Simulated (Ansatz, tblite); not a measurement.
# The cluster InHO2: spin-state energies by level

Aim: set other spin states of the cluster InHO2 against its singlet, on many levels of theory.

The runs use Ansatz 0.2.0, Gaussian basis; as each input shows.

Plan: triplet, at the geometry of the singlet (GFN1-xTB, GFN2-xTB, PBE0-D4/def2-TZVP, PBE-D4/def2-TZVP, r2SCAN-D4/def2-TZVP); the singlet's energies come from earlier runs.

2 further runs of the same task are left out: 2 set aside as unsound or not needed.

### 1 The geometry

The singlet was relaxed beforehand with PBE0-D4/def2-TZVP. At that level it is the lowest of the isomers that a small search found.

4 atoms, charge 0, spin multiplicity 1.

Bond lengths: In1–O2 2.494 Å, In1–O3 2.108 Å, O2–O3 1.463 Å, O2–H4 0.963 Å. Angles: O2–In1–O3 35.9°, In1–O2–O3 57.5°, In1–O2–H4 121.1°, O3–O2–H4 101.4°, In1–O3–O2 86.6°.

In takes a core potential in the def2 sets. No spin-orbit coupling is included.

### 2 Triplet at the fixed geometry, GFN1-xTB

Tight binding, by tblite at 300 K electronic temperature and without a spin-polarisation term:

```python
tblite.interface.Calculator('GFN1-xTB', numbers, positions, charge=0, uhf=2).singlepoint()
```

Energy -303.3913 eV; 0.002 s.

### 3 Triplet at the fixed geometry, GFN2-xTB

Tight binding, by tblite at 300 K electronic temperature and without a spin-polarisation term:

```python
tblite.interface.Calculator('GFN2-xTB', numbers, positions, charge=0, uhf=2).singlepoint()
```

Energy -261.6728 eV; 0.003 s.

### 4 Triplet at the fixed geometry, PBE0-D4/def2-TZVP

Input file in.yaml:

```yaml
crystal:
  periodic: [false, false, false]
  atoms:
    - {symbol: In, position_ang: [0.965013, -1.546315, 0.252952]}
    - {symbol: O, position_ang: [-0.672680, 0.231994, -0.359373]}
    - {symbol: O, position_ang: [0.093227, 0.264966, 0.887220]}
    - {symbol: H, position_ang: [-0.385560, 1.049365, -0.780799]}
basis:
  gaussian: {orbitals: def2-TZVP}
magnetization: {spin_polarized: true, initial_magnetization: 2}
hamiltonian: {xc: pbe0, dispersion: d4}
scf: {omitted_lower_state_checks: [starts]}
output: {orbitals: {seedname: orbitals}}
```

Command:

```
ansatz run in.yaml --threads 2 --pin off --events-out ev --progress --plain --max-ram 4352MiB
```

Log:

```text
Functional definition: PBE0
  name "PBE0"
  cite "Adamo & Barone, J. Chem. Phys. 110, 6158 (1999) doi:10.1063/1.478522"
  cite "Perdew, Burke & Ernzerhof, Phys. Rev. Lett. 77, 3865 (1996) doi:10.1103/PhysRevLett.77.3865"
  parent pbe
  parameter a = 0.25
  parameter kappa = 0.804
  parameter beta = 0.06672455060314922
  exchange = (1 - a)*pbe_x(kappa = kappa, mu = beta*pi^2/3) + a*exact_x
  correlation = pbe_c(beta = beta)
these checks for a lower state are left out or cut short: starts
827 factors; their error is unknown
mean field evaluation 1: about -9259.4750 eV, gradient 5.7e1 eV
mean field evaluation 2: about -8977.3993 eV, gradient 2.0e2 eV
mean field evaluation 4: about -9274.4229 eV, gradient 2.0e1 eV
mean field evaluation 8: about -9276.4789 eV, gradient 1.0e0 eV
mean field evaluation 16: about -9276.5194 eV, gradient 1.2e-1 eV
mean field -9276.64830876 eV, -340.9105374089 hartree, gradient 8.2e-6 eV, S^2 2.012195; 0 other end points of the search recorded, 0 dependent functions left out
reference -9276.64834706 eV, -340.9105388165 hartree; 20, 18 occupied and 98, 100 virtual orbitals, 827 factors
Total energy: -9276.70478906 eV, -340.9126130214 hartree
Checks for a lower state left out: starts
```

It took 7 s on 2 threads of Arm Neoverse V2, shared host.

From the report: HOMO -3.62 eV, LUMO -4.98 eV (over both spins; with the spin held, an empty level of the minority spin lies below the top filled one); ⟨S²⟩ 2.012 (pure: 2.00).

### 5 Triplet at the fixed geometry, PBE-D4/def2-TZVP

start.molden holds the orbitals of an earlier run on this state, given as this run's starting guess.

in.yaml: that of step 4 with these lines changed.

```diff
@@ -8,5 +8,5 @@
 basis:
-  gaussian: {orbitals: def2-TZVP}
+  gaussian: {orbitals: def2-TZVP, initial_orbitals: start.molden}
 magnetization: {spin_polarized: true, initial_magnetization: 2}
-hamiltonian: {xc: pbe0, dispersion: d4}
+hamiltonian: {xc: pbe, dispersion: d4}
 scf: {omitted_lower_state_checks: [starts]}
```

The command is unchanged.

Log:

```text
Functional definition: PBE
  name "PBE"
  cite "Perdew, Burke & Ernzerhof, Phys. Rev. Lett. 77, 3865 (1996) doi:10.1103/PhysRevLett.77.3865"
  parent pbe
  parameter kappa = 0.804
  parameter beta = 0.06672455060314922
  exchange = pbe_x(kappa = kappa, mu = beta*pi^2/3)
  correlation = pbe_c(beta = beta)
these checks for a lower state are left out or cut short: starts
734 factors; their error is unknown
mean field evaluation 1: about -9277.1011 eV, gradient 5.8e0 eV
mean field evaluation 2: about -9277.2248 eV, gradient 2.9e-1 eV
mean field evaluation 4: about -9277.3014 eV, gradient 2.7e-1 eV
mean field evaluation 8: about -9277.3286 eV, gradient 1.7e-2 eV
mean field evaluation 16: about -9277.3286 eV, gradient 1.1e-5 eV
mean field -9277.32864093 eV, -340.9355391550 hartree, gradient 7.0e-6 eV, S^2 2.004214; 0 other end points of the search recorded, 0 dependent functions left out
reference -9277.32869150 eV, -340.9355410135 hartree; 20, 18 occupied and 98, 100 virtual orbitals, 734 factors
Total energy: -9277.39666981 eV, -340.9380391701 hartree
Checks for a lower state left out: starts
```

It took 4.1 s on 2 threads of Arm Neoverse V2, shared host.

From the report: HOMO -2.73 eV, LUMO -5.80 eV (over both spins; with the spin held, an empty level of the minority spin lies below the top filled one); ⟨S²⟩ 2.004 (pure: 2.00).

### 6 Triplet at the fixed geometry, r2SCAN-D4/def2-TZVP

in.yaml: that of step 5 with these lines changed.

```diff
@@ -10,3 +10,3 @@
 magnetization: {spin_polarized: true, initial_magnetization: 2}
-hamiltonian: {xc: pbe, dispersion: d4}
+hamiltonian: {xc: r2scan, dispersion: d4}
 scf: {omitted_lower_state_checks: [starts]}
```

The command is unchanged.

Log, shortened:

```text
Functional definition: r2SCAN
  name "r2SCAN"
  cite "Furness, Kaplan, Ning, Perdew & Sun, J. Phys. Chem. Lett. 11, 8208 (2020) doi:10.1021/acs.jpclett.0c02405"
  cite "Furness, Kaplan, Ning, Perdew & Sun, J. Phys. Chem. Lett. 11, 9248 (2020) doi:10.1021/acs.jpclett.0c03077"
  parent r2scan
[...]
734 factors; their error is unknown
[...]
mean field -9281.09679065 eV, -341.0740161030 hartree, gradient 7.9e-6 eV, S^2 2.010953; 0 other end points of the search recorded, 0 dependent functions left out
reference -9281.09681651 eV, -341.0740170534 hartree; 20, 18 occupied and 98, 100 virtual orbitals, 734 factors
Total energy: -9281.11056994 eV, -341.0745224826 hartree
Checks for a lower state left out: starts
```

Run time: 12 s. Hardware: 2 threads of Arm Neoverse V2, shared host.

From the report: HOMO -2.99 eV, LUMO -5.67 eV (over both spins; with the spin held, an empty level of the minority spin lies below the top filled one); ⟨S²⟩ 2.011 (pure: 2.00).

### 7 Triplet less singlet, vertical

The singlet's energies are those of its earlier runs, whose logs aren't repeated here.

| level | triplet less singlet, vertical (kJ/mol) | time |
| --- | --- | --- |
| GFN1-xTB | +661.8 | 0.005 s |
| GFN2-xTB | +589.6 | 0.005 s |
| PBE-D4/def2-TZVP | +304.3 | 5.3 s |
| r2SCAN-D4/def2-TZVP | +306.6 | 14 s |
| PBE0-D4/def2-TZVP | +316.8 | 9.4 s |

Times add the two runs; a level without a time comes out of a correlated run. Tight binding without a spin term can't rank spin states.

### 8 Summary of results

```
                                                quantity                                       value
triplet less singlet, vertical, functionals in def2-TZVP  +304.3 (PBE-D4) to +316.8 kJ/mol (PBE0-D4)
```

**Reading.** All functionals put the triplet above the singlet, over a spread of 12.5 kJ/mol. The checks for a lower triplet were left out, so another state of that spin may lie lower. These are electronic energies, without zero-point motion, entropy or surroundings.
